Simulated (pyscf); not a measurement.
PySCF, gas phase, ωB97X-D3(BJ)/def2-SVP geometries.

Task: Estimate the classical barrier height and the reaction energy of HO–Bi(OH)–OH + HF → HO–Bi(OH)–F + H₂O at ωB97M-D3(BJ)/def2-TZVP. The step runs on the singlet surface, breaks Bi–O, F–H and forms Bi–F, H–O; take the separated reactants as zero.

Result: ΔE‡ = -36.3 kJ/mol, ΔE = -43.2 kJ/mol. Zero-point energy shifts the barrier by +6.2 kJ/mol. It is a four-centre exchange, with an imaginary mode of 351i cm⁻¹. On the reactant side the descent ends in a bound adduct, 58.4 kJ/mol under the separated species and 18.4 kJ/mol under the saddle at ωB97X-D3(BJ)/def2-TZVP. On the product side the descent ends in a bound adduct, 56.3 kJ/mol under the separated species and 57.4 kJ/mol under the saddle at ωB97X-D3(BJ)/def2-TZVP. At ωB97M-D3(BJ) the saddle lies under the separated reactants, which points to a path from their complex (located at ωB97X-D3(BJ) alone). One saddle was located; it need not be the lowest between these sides. Elements past Kr carry the def2 core potentials, without spin-orbit coupling.
